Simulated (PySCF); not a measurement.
Geometry:
```tsv
atom	x (Å)	y (Å)	z (Å)
C1	-1.577	-0.174	-0.382
C2	-0.389	-0.236	0.579
S3	-0.555	0.935	1.967
C4	0.896	-0.091	-0.256
N5	1.621	0.989	0.078
O6	1.197	-0.883	-1.146
H7	-1.666	0.851	-0.779
H8	-2.507	-0.393	0.165
H9	-1.460	-0.883	-1.221
H10	-0.329	-1.277	0.954
H11	1.226	1.488	0.904
H12	2.510	1.158	-0.370
```

Total charge -1.

Geometry: PBE0-D3(BJ)/def2-SVP; GIAO shifts from PySCF 2.14.0 with density-fitted response routines, gas phase, non-relativistic, averaged over equivalent atoms.

At B3LYP/pcSseg-1 (139 basis functions, 10 s wall time on 1 thread of an Arm Neoverse V1, shared host):
```
   atoms  δ (ppm)
      C4    186.1
      C2     51.5
      C1     32.8
      S3    -78.5
      N5    134.7
      O6    360.3
     H11    11.69
     H12     3.36
     H10     2.99
H7/H8/H9     1.15
```

References, each an isolated molecule treated in the same way: ¹³C (σ = 179.24 ppm) and ¹H (σ = 31.38 ppm) against TMS; ³³S (σ = 485.41 ppm) against CS2; ¹⁵N (σ = 263.54 ppm) vs NH3; ¹⁷O (σ = 334.04 ppm) against H2O.

What do these become at BLYP/pcSseg-1?

## Answers


```csv
atoms,δ at BLYP/pcSseg-1,change
C4,181.9,-4.2
C2,54.1,+2.6
C1,33.6,+0.8
S3,-49.4,+29.1
N5,141.0,+6.3
O6,361.8,+1.5
H11,11.77,+0.08
H12,3.11,-0.25
H10,3.26,+0.27
H7/H8/H9,1.21,+0.06
```

Shifts are taken against calculated references (same method and geometry level): TMS for ¹³C (σref 175.31) and ¹H (σref 31.36); ³³S (σref 481.97) vs CS2; NH3 for ¹⁵N (σref 262.57); H2O for ¹⁷O (σref 333.67).

The largest change is at S3 (sulfur bonded to C). Cost: 139 basis functions, 17 s wall time on 1 thread of an Arm Neoverse V1, shared host. The order of the carbon signals is the same at both levels.

The C=O carbon of an acid or of an amide with N–H lies up to 10 ppm further downfield in solution, through hydrogen bonding that the calculation lacks. Unscaled 17O shifts of doubly bonded oxygen tend to come out too high, by tens of ppm or more. Experimental scales use liquid or dissolved standards, which lie at an offset from isolated NH3 (liquid NH3: subtract about 20 ppm) and H2O (liquid H2O: subtract about 36 ppm).
